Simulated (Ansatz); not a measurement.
Consider the isomerisation: `FC1C=NC1` → `CC1(F)C=N1`.

Gas-phase electronic energies from Ansatz, PBE0-D4/def2-TZVP geometries. CCSD(T)/CBS is the MP2 limit (def2-TZVPP, def2-QZVPP) plus CCSD(T) − MP2 in def2-TZVPP, frozen cores. Functionals use def2-TZVPP.

Question: Is it downhill or uphill in electronic energy at CCSD(T)/CBS, and by how much? (Estimate.)

Answer: Ansatz gave: Uphill: ΔE = +11.5 kJ/mol.

Question: What do these levels give: PBE-D4, CAM-B3LYP-D4, ωB97X-V, HF/def2-SVP, MP2/def2-TZVPP, MP2/def2-QZVPP? (Best estimate.)

Answer: Ansatz gave: PBE-D4 6.7, CAM-B3LYP-D4 9.2, ωB97X-V 8.9, HF/def2-SVP 12.1, MP2/def2-TZVPP 4.1, MP2/def2-QZVPP 3.2 kJ/mol.

Largest T1 diagnostic among the species: 0.012.

From BLYP to BHLYP (50 % exact exchange), in def2-TZVPP and without D4, ΔE moves by +7.3 kJ/mol. Leaving LDA and LC-ωPBE aside and taking each functional with its dispersion term where it has one, the values, not all of them listed here, spread over 12.6 kJ/mol, from B97M-V to BHLYP-D4. LDA lies +4.1 kJ/mol from PBE without D4. At CCSD(T), def2-SVP lies −7.9 kJ/mol from the extrapolated value and def2-TZVPP +1.4 kJ/mol.
